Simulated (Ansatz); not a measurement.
The input, for Ansatz 0.2.0:

```yaml
crystal:
  periodic: [false, false, false]
  atoms:
    - {symbol: Si, position_ang: [0.000000, 0.000000, 0.000000]}
    - {symbol: As, position_ang: [0.000000, 0.000000, 5.218000]}
basis:
  gaussian: {orbitals: cc-pVDZ}
total_charge: 1
magnetization: {spin_polarized: false}
correlation: {method: ccsdtq, electrons: outside_noble_gas}
```

```sh
$ ansatz run in.yaml --threads 1 --pin off --events-out ev --progress --plain --max-ram 2393MiB
```

The program prints:

```
807 factors; integrals over basis functions are off by at most 1.1e-7 eV
mean field evaluation 1: about -68632.8201 eV, gradient 2.1e1 eV
mean field evaluation 2: about -68632.8215 eV, gradient 2.1e1 eV
mean field evaluation 4: about -68599.7132 eV, gradient 3.9e1 eV
mean field evaluation 8: about -68634.8581 eV, gradient 1.7e1 eV
mean field evaluation 16: about -68641.9972 eV, gradient 3.3e-6 eV
mean field evaluation 32: about -68642.4559 eV, gradient 4.5e-1 eV
mean field evaluation 64: about -68641.0803 eV, gradient 1.1e1 eV
mean field evaluation 96: about -68641.6980 eV, gradient 3.1e-1 eV
mean field evaluation 128: about -68641.9131 eV, gradient 8.7e-2 eV
mean field evaluation 160: about -68642.4588 eV, gradient 3.9e-2 eV
...
mean field -68642.45881660 eV, -2522.5638339802 hartree, gradient 5.0e-7 eV, S^2 0.000000; 31 other end points of the search recorded, 0 dependent functions left out; unrestricted orbitals would lower it
...
determinant -68642.45881660 eV, -2522.5638339802 hartree, with singles and doubles -68647.48652131 eV, -2522.7485987207 hartree
determinant -68641.99718414 eV, -2522.5468693003 hartree, with singles and doubles -68647.27525529 eV, -2522.7408348374 hartree
determinant -68641.90328127 eV, -2522.5434184336 hartree, with singles and doubles -68647.18275377 eV, -2522.7374354692 hartree
determinant -68641.87707803 eV, -2522.5424554823 hartree, with singles and doubles -68647.01077045 eV, -2522.7311151989 hartree
determinant -68641.78288925 eV, -2522.5389941084 hartree, with singles and doubles -68646.91112095 eV, -2522.7274531473 hartree
determinant -68641.75372573 eV, -2522.5379223688 hartree, with singles and doubles -68645.94104517 eV, -2522.6918035198 hartree
determinant -68641.69850860 eV, -2522.5358931769 hartree, with singles and doubles -68646.29593698 eV, -2522.7048455535 hartree
determinant -68641.48744448 eV, -2522.5281367133 hartree, with singles and doubles -68645.69944342 eV, -2522.6829248194 hartree
determinant -68641.45928714 eV, -2522.5271019501 hartree, with singles and doubles -68645.66800427 eV, -2522.6817694519 hartree
determinant -68641.44313361 eV, -2522.5265083189 hartree, with singles and doubles -68645.86326392 eV, -2522.6889451119 hartree
determinant -68642.45881660 eV, -2522.5638339802 hartree, with singles and doubles -68648.06881070 eV, -2522.7699974609 hartree
determinant -68641.99718414 eV, -2522.5468693003 hartree, with singles and doubles -68648.23119973 eV, -2522.7759651476 hartree
determinant -68641.90328127 eV, -2522.5434184336 hartree, with singles and doubles -68648.21998726 eV, -2522.7755530971 hartree
determinant -68641.87707803 eV, -2522.5424554823 hartree, with singles and doubles -68647.89900349 eV, -2522.7637571611 hartree
determinant -68640.20073136 eV, -2522.4808508784 hartree, with singles and doubles -68646.89265073 eV, -2522.7267743793 hartree
determinant -68640.20073136 eV, -2522.4808508784 hartree, with singles and doubles -68648.03864402 eV, -2522.7688888558 hartree
unrestricted determinant -68646.29595917 eV, -2522.7048463691 hartree, S^2 2.0397
19 core orbitals not correlated: weight in the atoms' cores, before any rotation towards them, 1.000 or more for the frozen orbitals, at most 0.000 for the correlated occupied ones
reference -68641.90328127 eV, -2522.5434184336 hartree; 4, 4 occupied and 22, 22 virtual orbitals, 807 factors
second order -4.24231035 eV of doubles, -0.00000000 eV of singles
...
cycle 197  -7.14827667 eV  change    2.9e-7 eV  update   4.2e-7
cycle 198  -7.14827663 eV  change    3.6e-8 eV  update   2.8e-7
cycle 199  -7.14827668 eV  change   -4.7e-8 eV  update   2.3e-7
cycle 200  -7.14827676 eV  change   -7.9e-8 eV  update   3.6e-7
cycle 201  -7.14827679 eV  change   -3.4e-8 eV  update   2.0e-7
cycle 202  -7.14827688 eV  change   -8.8e-8 eV  update   1.6e-7
cycle 203  -7.14827697 eV  change   -9.1e-8 eV  update   1.1e-7
cycle 204  -7.14827705 eV  change   -7.8e-8 eV  update   2.1e-7
cycle 205  -7.14827704 eV  change    1.4e-8 eV  update   7.7e-8
cycle 206  -7.14827706 eV  change   -2.2e-8 eV  update   2.0e-7
WARN: these amplitudes may be one of several solutions (largest doubles amplitude 1.63, level shift 6.17 eV)
Total energy: -68649.05155833 eV, -2522.8061127704 hartree
```

The determinant lies 0.56 eV above the lowest one of its kind in the log. The T1 diagnostic is 0.348, too large for the energy to be relied on.

Ran on 1 thread of Arm Neoverse V2, shared host: 4.4 min wall, 0.34 GiB peak host memory.
